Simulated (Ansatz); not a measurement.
# wB97M-V/cc-pVTZ run of [SiH3]− (SMILES [SiH3-])

What is the vertical ionisation energy of [SiH3]− at wB97M-V/cc-pVTZ? 

The calculation is run with Ansatz 0.2.0.

2 further runs of the same task are left out: 2 set aside as unsound or not needed.

**1. Starting point**

[SiH3]− has 4 atoms, charge -1, and is taken as a singlet. SMILES: `[SiH3-]`. The coordinates come from a PBE0-D4/def2-TZVPD relaxation.

Bond lengths: Si1–H2 1.546 Å, Si1–H3 1.546 Å, Si1–H4 1.546 Å. Angles: H2–Si1–H3 94.1°, H2–Si1–H4 94.1°, H3–Si1–H4 94.1°.

**2. The energy at wB97M-V/cc-pVTZ**

molecule.yaml reads:

```yaml
basis:
  gaussian:
    orbitals: cc-pVTZ
crystal:
  periodic: [false, false, false]
  atoms:
    - symbol: Si
      position_ang: [0.539700, -0.050700, -0.300900]
    - symbol: H
      position_ang: [0.426600, 0.622300, 1.085900]
    - symbol: H
      position_ang: [-0.298500, -1.283700, 0.106800]
    - symbol: H
      position_ang: [-0.667800, 0.712200, -0.891800]
output: {orbitals: {seedname: orbitals}}
total_charge: -1
hamiltonian:
  xc: {name: wB97M-V}
accuracy: high
```

Run with:

```console
$ ansatz run molecule.yaml --threads 1 --pin off --max-ram 3480MiB --events-out events.jsonl --progress --plain --runs-dir runs
```

Standard output:

```text
Warning: RAYON_NUM_THREADS=1 ignored (pool sized by the plan → 1); use --threads N
Functional definition: wB97M-V
  name "wB97M-V"
  parameter omega = 0.3/bohr
  parameter cx = 0.15
  parameter cx01 = 1.007
  parameter cx10 = 0.259
  parameter css00 = 0.443
  parameter css04 = -1.437
  parameter css10 = -4.535
  parameter css20 = -3.390
  parameter css43 = 4.278
  parameter cos00 = 1.000
  parameter cos10 = 1.358
  parameter cos20 = 2.924
  parameter cos21 = -8.812
  parameter cos60 = -1.390
  parameter cos61 = 9.142
  parameter b = 6.0
  parameter c = 0.01
  gx(w, u) = 1 - cx + cx01*u + cx10*w
  gss(w, u) = css00 + css04*u^4 + css10*w + css20*w^2 + css43*w^4*u^3
  gos(w, u) = cos00 + cos10*w + (cos20 + cos21*u)*w^2 + (cos60 + cos61*u)*w^6
  exchange = spin_sum(e_x_unif_sr(omega)*gx(b97_w, b97_u_x)) + cx*exact_x_sr(omega) + exact_x_lr(omega)
  correlation = spin_sum(e_c_pw_mod_same_spin*gss(b97_w, b97_u_same))
      + integral(e_c_pw_mod_opposite_spin*gos(b97_w_opposite, b97_u_opposite)) + vv10(b, c)
1276 factors; integrals over basis functions are off by at most 3.4e-9 eV
253 factors; integrals over basis functions are off by at most 1.6e-9 eV
mean field evaluation 1: about -7924.9488 eV, gradient 7.7e0 eV
mean field evaluation 2: about -7925.1510 eV, gradient 3.1e0 eV
mean field evaluation 4: about -7925.1764 eV, gradient 7.4e-1 eV
mean field evaluation 8: about -7925.1849 eV, gradient 4.6e-2 eV
mean field evaluation 16: about -7925.1850 eV, gradient 6.9e-7 eV
mean field -7925.18495690 eV, -291.2451752826 hartree, gradient 6.2e-8 eV, S^2 0.000000; 0 other end points of the search recorded, 0 dependent functions left out
reference -7925.18496022 eV, -291.2451754046 hartree; 9, 9 occupied and 67, 67 virtual orbitals, 1276 factors
Total energy: -7925.18496022 eV, -291.2451754046 hartree
```

Run time: 14 s. Hardware: 1 thread of Arm Neoverse V2, shared host; peak memory 0.26 GiB.

**3. Doublet neutral SiH3 at the same level**

input.yaml reads:

```yaml
crystal:
  periodic: [false, false, false]
  atoms:
    - {symbol: Si, position_ang: [0.539700, -0.050700, -0.300900]}
    - {symbol: H, position_ang: [0.426600, 0.622300, 1.085900]}
    - {symbol: H, position_ang: [-0.298500, -1.283700, 0.106800]}
    - {symbol: H, position_ang: [-0.667800, 0.712200, -0.891800]}
basis:
  gaussian: {orbitals: cc-pVTZ}
magnetization: {spin_polarized: true, initial_magnetization: 1}
hamiltonian: {xc: {name: wB97M-V}}
accuracy: high
output: {orbitals: {seedname: orbitals}}
```

Run with:

```console
$ ansatz run input.yaml --threads 1 --pin off --max-ram 3480MiB --events-out events.jsonl --progress --plain --runs-dir runs
```

Standard output, cut to the lines that bear on the results:

```text
Warning: RAYON_NUM_THREADS=1 ignored (pool sized by the plan → 1); use --threads N
[... 2 set-up lines as earlier in the session ...]
[...]
  gx(w, u) = 1 - cx + cx01*u + cx10*w
  gss(w, u) = css00 + css04*u^4 + css10*w + css20*w^2 + css43*w^4*u^3
  gos(w, u) = cos00 + cos10*w + (cos20 + cos21*u)*w^2 + (cos60 + cos61*u)*w^6
[...]
      + integral(e_c_pw_mod_opposite_spin*gos(b97_w_opposite, b97_u_opposite)) + vv10(b, c)
1276 factors; integrals over basis functions are off by at most 3.4e-9 eV
253 factors; integrals over basis functions are off by at most 1.6e-9 eV
[...]
mean field -7923.37653789 eV, -291.1787171100 hartree, gradient 7.6e-8 eV, S^2 0.751003; 0 other end points of the search recorded, 0 dependent functions left out
reference -7923.37654133 eV, -291.1787172364 hartree; 9, 8 occupied and 67, 68 virtual orbitals, 1276 factors
Total energy: -7923.37654133 eV, -291.1787172364 hartree
```

Wall time 26 s (1 thread of Arm Neoverse V2, shared host); peak memory 0.45 GiB.

**4. Summary of results**

Level: wB97M-V/cc-pVTZ.

| quantity | value |
| --- | --- |
| singlet [SiH3]−: total energy | -291.24518 Eh |
| singlet [SiH3]−: HOMO energy | -1.52 eV |
| singlet [SiH3]−: LUMO energy | 8.44 eV |
| singlet [SiH3]−: HOMO–LUMO gap (to an unbound level, set by the basis) | 9.96 eV |
| doublet neutral SiH3: total energy | -291.17872 Eh |
| doublet neutral SiH3: HOMO energy (highest over α and β) | -9.46 eV |
| doublet neutral SiH3: LUMO energy (lowest over α and β) | -2.03 eV |
| doublet neutral SiH3: ⟨S²⟩ | 0.751 |
| vertical detachment energy (to the doublet neutral) | 1.808 eV |

Removing an electron at fixed nuclei costs 1.81 eV (174 kJ/mol). −ε(HOMO) before ionisation, 1.52 eV, is 0.29 eV below this ionisation energy.
